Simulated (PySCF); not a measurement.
C₅H₆N (doublet state).
Structure used (GFN2-xTB), in Å, numbered top down from 1:
```xyz
12
C5H6N angstrom
C      3.0056   -0.1463   -1.4253
N      2.0389   -0.4793   -0.7865
C      0.7978   -0.7271   -0.4897
C     -0.0670    0.2040    0.0483
C     -1.3840   -0.1151    0.4521
C     -2.2511    0.7720    0.9713
H      4.0172   -0.1186   -1.0584
H      0.4875   -1.7591   -0.6030
H      0.2731    1.2237    0.1592
H     -1.6930   -1.1458    0.3263
H     -1.9793    1.8043    1.1127
H     -3.2445    0.4867    1.2670
```

The hyperfine couplings belong to this conformer and change with its torsions.

Identity: `[H]/[C]=N/C=C/C=C` [radical].

Theory: PySCF, UKS B3LYP, pcH-1 on C H N, non-relativistic, mean-field spin-orbit, GIAO. One conformer (not necessarily the lowest) at the GFN2-xTB geometry, without solvent, vibrations or thermal averaging. Couplings are sensitive to structure, and on GFN2-xTB geometries they can be far from those on DFT ones. The frame is twisted about the N2–C3 bond at this geometry (dihedral C1–N2–C3–C4 = -90°); couplings at other torsion angles weren't computed. Stability of the SCF solution: not tested. ⟨S²⟩ is 0.789 where a pure state has 0.75.

(1) The isotropic 13C couplings are +198.4, +34.7, -28.1, +27.6, -21.5 MHz. Assign them to C1; C3; C4; C5; C6.

Answers

(1) 
```
site  a_iso (MHz)  ρ(0) (bohr⁻³)                 position  distance from C1 (Å)  spin population  largest |T| (MHz)
  C1       +198.4        +0.1765  largest spin population                  0.00            +0.44               68.6
  C3        -21.5        -0.0192           1 bond from C4                  2.47            -0.18               26.3
  C4        +34.7        +0.0309         a main spin site                  3.43            +0.39               60.3
  C5        -28.1        -0.0250           1 bond from C6                  4.77            -0.16               19.0
  C6        +27.6        +0.0246         a main spin site                  5.85            +0.34               50.4
```

ρ(0) is the spin density at the nucleus and T the dipolar tensor. The Mulliken spin populations are largest on C1 (+0.44), C4 (+0.39), C6 (+0.34) and C3 (-0.18). The positive populations add up to 1.39 and the negative ones to -0.39, together 2S = 1. Main spin sites, with 60 % or more of the largest population: C1, C4, C6; positions count bonds from the nearest.

The SMILES `[H]/[C]=N/C=C/C=C` draws the unpaired electron on C1, whose computed spin population is only +0.44.
